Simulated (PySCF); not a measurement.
This PySCF input (HF/def2-SVP) gives -537.27506 Eh with 66 basis functions.

```python
import numpy as np, basis_set_exchange as bse
from pyscf import gto, scf, dft, df

basis = {'C': gto.basis.parse(bse.get_basis('def2-SVP', elements=['C'], fmt='nwchem')), 'Cl': gto.basis.parse(bse.get_basis('def2-SVP', elements=['Cl'], fmt='nwchem')), 'H': gto.basis.parse(bse.get_basis('def2-SVP', elements=['H'], fmt='nwchem'))}
mol = gto.M(
    atom='''
    C    -0.01183665    0.99144419    0.16305088
    C     1.48020722    0.71088388    0.05518583
    Cl   -0.83320109   -0.80067899   -0.03691672
    H    -0.32290259    1.38674071   -0.81937582
    H     1.98476567    1.68889719    0.00569105
    H     1.86225212    0.20273138    0.94920951
    H     1.83008002    0.11920500   -0.81736090
    ''',
    basis=basis,
    charge=-1,
    verbose=4,
    max_memory=8640,
)
mf = scf.RHF(mol)
mf = mf.density_fit(auxbasis=df.autoaux(mol))
mf.conv_tol = 1e-9
mf.max_cycle = 100
print('smallest overlap eigenvalue', np.linalg.eigvalsh(mol.intor('int1e_ovlp'))[0])
mf.kernel()
dip = mf.dip_moment()
```

Change:
```diff
- mf = mf.density_fit(auxbasis=df.autoaux(mol))
+ mf = mf.density_fit(auxbasis='def2-universal-jkfit')
```

Task: What does the run give now?

Result: -537.27523 Eh (HF/def2-SVP, 66 functions), a change of -0.17 mEh.
